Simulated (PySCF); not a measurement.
tetrafluoroethylene cation (C2F4), SMILES FC(F)=C(F)F (connectivity only; charge and spin as stated), charge +1, multiplicity 2.

The structure is a stationary point at PBE0-D3(BJ)/def2-SVP. The spin state was assumed, not searched.

Computed with PBE0-D3(BJ)/def2-SVP in PySCF 2.14.0.

Harmonic, unscaled wavenumbers; measured fundamentals usually lie a few per cent lower.

Computed vibrational spectrum:
| mode | ν (cm⁻¹) | IR (km/mol) | moving atoms (share of kinetic energy) |
|---|---|---|---|
| 1 | 144 | 0.0 | F 100 % |
| 2 | 212 | 6.7 | F 94 % |
| 3 | 414 | 0.0 | F 99 % |
| 4 | 443 | 30.3 | C 76 %, F 24 % |
| 5 | 546 | 0.0 | F 82 %, C 18 % |
| 6 | 600 | 0.0 | C 92 %, F 8 % |
| 7 | 618 | 10.4 | F 81 %, C 19 % |
| 8 | 863 | 0.0 | F 90 %, C 10 % |
| 9 | 1335 | 490.7 | C 57 %, F 43 % |
| 10 | 1626 | 569.7 | C 70 %, F 30 % |
| 11 | 1628 | 0.0 | C 77 %, F 23 % |
| 12 | 1781 | 0.0 | C 88 %, F 12 % |
